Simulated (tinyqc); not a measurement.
G0W0 on RHF in the sto-6g basis, for H2O, spin multiplicity 1, step by step. One step of it, computed by the program tinyqc.

Task: Iteration 8 (converged): orbitals. Diagonalise F' = X^T F X, C = X C', fill 5 alpha and 5 beta electrons from the bottom; D = 2 C_occ C_occ^T. Each column has its largest component positive (the first on a tie).

converged F (hartree), order 1O 1s, 1O 2s, 1O 2px, 1O 2py, 1O 2pz, 2H 1s, 3H 1s:
$$\begin{pmatrix}
-20.487401 & -4.960706 & 0.000000 & 0.000000 & -0.027101 & -1.082562 & -1.082562 \\
-4.960706 & -2.317952 & 0.000000 & 0.000000 & -0.096181 & -0.935176 & -0.935176 \\
0.000000 & 0.000000 & -0.384402 & 0.000000 & 0.000000 & 0.000000 & 0.000000 \\
0.000000 & 0.000000 & 0.000000 & -0.302107 & 0.000000 & -0.405467 & 0.405467 \\
-0.027101 & -0.096181 & 0.000000 & 0.000000 & -0.321159 & -0.312136 & -0.312136 \\
-1.082562 & -0.935176 & 0.000000 & -0.405467 & -0.312136 & -0.513599 & -0.301276 \\
-1.082562 & -0.935176 & 0.000000 & 0.405467 & -0.312136 & -0.301276 & -0.513599
\end{pmatrix}$$

X, order 1O 1s, 1O 2s, 1O 2px, 1O 2py, 1O 2pz, 2H 1s, 3H 1s:
$$\begin{pmatrix}
1.022717 & -0.136988 & 0.000000 & 0.000000 & -0.007572 & 0.019520 & 0.019520 \\
-0.136988 & 1.217881 & 0.000000 & 0.000000 & 0.086177 & -0.275610 & -0.275610 \\
0.000000 & 0.000000 & 1.000000 & 0.000000 & 0.000000 & 0.000000 & 0.000000 \\
0.000000 & 0.000000 & 0.000000 & 1.112539 & 0.000000 & -0.224324 & 0.224324 \\
-0.007572 & 0.086177 & 0.000000 & 0.000000 & 1.037696 & -0.120942 & -0.120942 \\
0.019520 & -0.275610 & 0.000000 & -0.224324 & -0.120942 & 1.180093 & -0.067101 \\
0.019520 & -0.275610 & 0.000000 & 0.224324 & -0.120942 & -0.067101 & 1.180093
\end{pmatrix}$$

Give: F' = X^T F X; orbital energies; coefficients C; D after iteration 8.

Result:

F' = X^T F X (hartree):
$$\begin{pmatrix}
-20.1590 & -2.5077 & 0.0000 & 0.0000 & -0.0442 & -0.1777 & -0.1777 \\
-2.5077 & -1.1912 & 0.0000 & 0.0000 & 0.1029 & -0.4869 & -0.4869 \\
0.0000 & 0.0000 & -0.3844 & 0.0000 & 0.0000 & 0.0000 & 0.0000 \\
0.0000 & 0.0000 & 0.0000 & 0.0095 & 0.0000 & -0.4686 & 0.4686 \\
-0.0442 & 0.1029 & 0.0000 & 0.0000 & -0.2066 & -0.2901 & -0.2901 \\
-0.1777 & -0.4869 & 0.0000 & -0.4686 & -0.2901 & 0.0111 & -0.0820 \\
-0.1777 & -0.4869 & 0.0000 & 0.4686 & -0.2901 & -0.0820 & 0.0111
\end{pmatrix}$$

orbital energies (hartree): MO1 -20.4906, MO2 -1.2409, MO3 -0.6128, MO4 -0.4253, MO5 -0.3844, MO6 0.5289, MO7 0.7153

coefficients C, order 1O 1s, 1O 2s, 1O 2px, 1O 2py, 1O 2pz, 2H 1s, 3H 1s:
$$\begin{pmatrix}
0.9967 & -0.2239 & 0.0000 & 0.0868 & 0.0000 & -0.1203 & 0.0000 \\
0.0155 & 0.8546 & 0.0000 & -0.4855 & 0.0000 & 0.8337 & 0.0000 \\
0.0000 & 0.0000 & 0.0000 & 0.0000 & 1.0000 & 0.0000 & 0.0000 \\
0.0000 & 0.0000 & 0.5939 & 0.0000 & 0.0000 & 0.0000 & 0.9928 \\
0.0027 & 0.1041 & 0.0000 & 0.8038 & 0.0000 & 0.6757 & 0.0000 \\
-0.0035 & 0.1534 & 0.4401 & 0.2819 & 0.0000 & -0.7793 & -0.7965 \\
-0.0035 & 0.1534 & -0.4401 & 0.2819 & 0.0000 & -0.7793 & 0.7965
\end{pmatrix}$$

D after iteration 8, order 1O 1s, 1O 2s, 1O 2px, 1O 2py, 1O 2pz, 2H 1s, 3H 1s:
$$\begin{pmatrix}
2.1021 & -0.4362 & 0.0000 & 0.0000 & 0.0983 & -0.0267 & -0.0267 \\
-0.4362 & 1.9325 & 0.0000 & 0.0000 & -0.6025 & -0.0116 & -0.0116 \\
0.0000 & 0.0000 & 2.0000 & 0.0000 & 0.0000 & 0.0000 & 0.0000 \\
0.0000 & 0.0000 & 0.0000 & 0.7055 & 0.0000 & 0.5228 & -0.5228 \\
0.0983 & -0.6025 & 0.0000 & 0.0000 & 1.3140 & 0.4851 & 0.4851 \\
-0.0267 & -0.0116 & 0.0000 & 0.5228 & 0.4851 & 0.5934 & -0.1814 \\
-0.0267 & -0.0116 & 0.0000 & -0.5228 & 0.4851 & -0.1814 & 0.5934
\end{pmatrix}$$
